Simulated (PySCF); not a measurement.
# Broadened absorption spectrum of tetrafluoroethene

Compound: tetrafluoroethene, C₂F₄.
SMILES: `FC(F)=C(F)F`

Level of theory: TDDFT CAM-B3LYP/def2-SVPD, vertical, gas phase, core orbitals frozen in the response in PySCF 2.14.0, density-fitted response routines. Isolated species at its GFN2-xTB geometry, gas phase.

Each state is given a Gaussian of 0.5 eV full width at half maximum, with ε(max) = 2.175×10⁸ f / Δν̃ (Δν̃ the width in cm⁻¹). The width is an assumption, not a result. The curve ends short of the highest state used, and states not computed would add to its high-energy end.

| λ (nm) | ε (L mol⁻¹ cm⁻¹) |
| --- | --- |
| 124.8 | 160 |
| 126.6 | 26 |
| 128.5 | 3 |
| 130.3 | 0 |
| 132.1 | 0 |
| 134.0 | 1 |
| 135.8 | 15 |
| 137.7 | 124 |
| 139.5 | 624 |
| 141.3 | 2263 |
| 143.2 | 6325 |
| 145.0 | 12510 |
| 146.8 | 19009 |
| 148.7 | 22667 |
| 150.5 | 21198 |
| 152.4 | 15711 |
| 154.2 | 9671 |
| 156.0 | 4963 |
| 157.9 | 2043 |
| 159.7 | 750 |
| 161.5 | 238 |
| 163.4 | 63 |
| 165.2 | 20 |
| 167.0 | 21 |
| 168.9 | 49 |
| 170.7 | 107 |
| 172.6 | 214 |
| 174.4 | 357 |
| 176.2 | 524 |
| 178.1 | 689 |
| 179.9 | 795 |
| 181.7 | 824 |
| 183.6 | 766 |
| 185.4 | 649 |
| 187.2 | 503 |
| 189.1 | 350 |
| 190.9 | 230 |
| 192.8 | 135 |
| 194.6 | 76 |
| 196.4 | 40 |
| 198.3 | 19 |
| 200.1 | 9 |
| 201.9 | 4 |
| 203.8 | 2 |

Question: Locate the maxima and give the states behind the curve.

Answer: 181 nm (6.83 eV), ε about 820, made up of S1 (100%); 149 nm (8.32 eV), ε about 23000, made up of S4 (100%) (ε in L mol⁻¹ cm⁻¹; maxima over ε = 5, shares over 10%). At its high-energy end, 9.93 eV, the curve is still rising (ε about 150, from S7). The states used: S1 6.83 eV (f 0.015); S2 6.84 eV (f 0.0000); S3 8.07 eV (f 0.0000); S4 8.32 eV (f 0.422); S5 9.43 eV (f 0.0000); S6 9.90 eV (f 0.0000); S7 10.44 eV (f 0.053); S8 10.53 eV (f 0.0000).

Question: Coming from long wavelengths, where does ε first pass 100 L mol⁻¹ cm⁻¹?

Answer: At about 194 nm (6.40 eV), 0.43 eV below S1.

Question: On this curve, what absorbance would a 10⁻⁴ mol/L sample give at 193 nm over a 1 cm path?

Answer: 193 nm is 6.424 eV, where ε is about 130 L mol⁻¹ cm⁻¹, so A = ε c l ≈ 0.013 (Beer–Lambert, with the gas-phase spectrum and the assumed width).

Question: What would ε be at 8.32 eV, the highest of these maxima, with half the width (0.25 eV)?

Answer: About 45500 L mol⁻¹ cm⁻¹ against 22800, a factor of about 2.00; a lone state at its own centre would give exactly 2.
